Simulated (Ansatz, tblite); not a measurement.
**The cluster Al2P2: one state, many levels**

An exercise on one series of results from a longer session: the logs are not shown, and one member is left open.

Program: Ansatz 0.2.0, Gaussian basis. Level of theory: as each input shows. These are calculated values, not measurements.

Levels to be run: GFN1-xTB, GFN2-xTB, PBE-D4/def2-TZVP, r2SCAN-D4/def2-TZVP, BHLYP-D4/def2-TZVP, r2SCAN0-D4/def2-TZVP, r2SCANh-D4/def2-TZVP, ωB97X-V/def2-TZVP, B3LYP-D4/def2-TZVP, LC-ωPBE(0.10)/def2-TZVP, LC-ωPBE(0.15)/def2-TZVP, LC-ωPBE(0.20)/def2-TZVP, LC-ωPBE(0.30)/def2-TZVP, PBE-D4/def2-SVP, PBE0-D4/def2-SVP, PBE0-D4/def2-TZVPD, PBE-D4/def2-TZVPD, r2SCAN-D4/def2-TZVPD, CCSD(T)/def2-TZVPP, MP2/def2-TZVP, RPA/def2-TZVP, CCSD(T)/def2-TZVPD.

## The relaxed structure

The geometry is that of the singlet, from an earlier relaxation (PBE-D4/def2-TZVP). At that level it is the lowest of the isomers that a small search found.

4 atoms, charge 0, spin multiplicity 1.

Bond lengths: Al1–P3 2.521 Å, Al1–P4 2.521 Å, Al2–P3 2.521 Å, Al2–P4 2.521 Å, P3–P4 2.074 Å. Angles: P3–Al1–P4 48.6°, P3–Al2–P4 48.6°, Al1–P3–Al2 131.4°, Al1–P3–P4 65.7°, Al2–P3–P4 65.7°, Al1–P4–Al2 131.4°, Al1–P4–P3 65.7°, Al2–P4–P3 65.7°.

PBE0-D4/def2-TZVP was run before; its log isn't repeated, and its numbers join the tables.

The first run:

Tight binding, by tblite at 300 K electronic temperature and without a spin-polarisation term:

```python
tblite.interface.Calculator('GFN1-xTB', numbers, positions, charge=0, uhf=0).singlepoint()
```

Tight binding, by tblite at 300 K electronic temperature and without a spin-polarisation term:

```python
tblite.interface.Calculator('GFN2-xTB', numbers, positions, charge=0, uhf=0).singlepoint()
```

start.molden holds the orbitals of an earlier run on this state, given as this run's starting guess.

The input, in.yaml:

```yaml
crystal:
  periodic: [false, false, false]
  atoms:
    - {symbol: Al, position_ang: [0.231097, 1.858568, -1.330952]}
    - {symbol: Al, position_ang: [-0.231349, -1.858193, 1.331385]}
    - {symbol: P, position_ang: [-0.526316, -0.476159, -0.756161]}
    - {symbol: P, position_ang: [0.526567, 0.475783, 0.755729]}
basis:
  gaussian: {orbitals: def2-TZVP, initial_orbitals: start.molden}
hamiltonian: {xc: pbe, dispersion: d4}
scf: {omitted_lower_state_checks: [starts]}
output: {orbitals: {seedname: orbitals}}
```

Started as:

```sh
$ ansatz run in.yaml --threads 4 --pin off --events-out ev --progress --plain --max-ram 3916MiB
```

Steps of the session up to this table: PBE-D4/def2-TZVP; r2SCAN-D4/def2-TZVP; BHLYP-D4/def2-TZVP; r2SCAN0-D4/def2-TZVP; r2SCANh-D4/def2-TZVP; ωB97X-V/def2-TZVP; B3LYP-D4/def2-TZVP; LC-ωPBE(0.10)/def2-TZVP; LC-ωPBE(0.15)/def2-TZVP; LC-ωPBE(0.20)/def2-TZVP; LC-ωPBE(0.30)/def2-TZVP; PBE-D4/def2-SVP; PBE0-D4/def2-SVP; PBE0-D4/def2-TZVPD; PBE-D4/def2-TZVPD; r2SCAN-D4/def2-TZVPD; CCSD(T)/def2-TZVPP; MP2/def2-TZVP; RPA/def2-TZVP; CCSD(T)/def2-TZVPD.

One table of the session follows, with a row left open; its other results are not shown here.

It belongs to the step «Levels side by side». 

```
                  level  HOMO (eV)  LUMO (eV)  gap (eV)
        PBE-D4/def2-SVP      -4.95      -4.01      0.94
       PBE-D4/def2-TZVP      -4.91      -4.01      0.90
      PBE-D4/def2-TZVPD      -4.92      -4.03      0.89
    r2SCAN-D4/def2-TZVP      -5.06      -4.06      1.00
   r2SCAN-D4/def2-TZVPD      -5.05      -4.06      0.99
   r2SCANh-D4/def2-TZVP      -5.34      -3.74      1.60
     B3LYP-D4/def2-TZVP      -5.51      -3.29      2.22
       PBE0-D4/def2-SVP      -5.73      -3.23      2.50
      PBE0-D4/def2-TZVP      -5.69      -3.22      2.46
     PBE0-D4/def2-TZVPD      -5.69      -3.24      2.45
   r2SCAN0-D4/def2-TZVP      -5.77      -3.27      2.50
     BHLYP-D4/def2-TZVP          ?          ?         ?
      ωB97X-V/def2-TZVP      -7.57      -1.15      6.42
LC-ωPBE(0.10)/def2-TZVP      -6.26      -2.61      3.66
LC-ωPBE(0.15)/def2-TZVP      -6.73      -2.10      4.64
LC-ωPBE(0.20)/def2-TZVP      -7.09      -1.73      5.36
LC-ωPBE(0.30)/def2-TZVP      -7.57      -1.32      6.25
```

Q: Estimate the row for BHLYP-D4/def2-TZVP from the others.

As computed: HOMO (eV): -6.31; LUMO (eV): -2.19; gap (eV): 4.12. In the column «HOMO (eV)» it lies between LC-ωPBE(0.15)/def2-TZVP (-6.73) and LC-ωPBE(0.10)/def2-TZVP (-6.26).
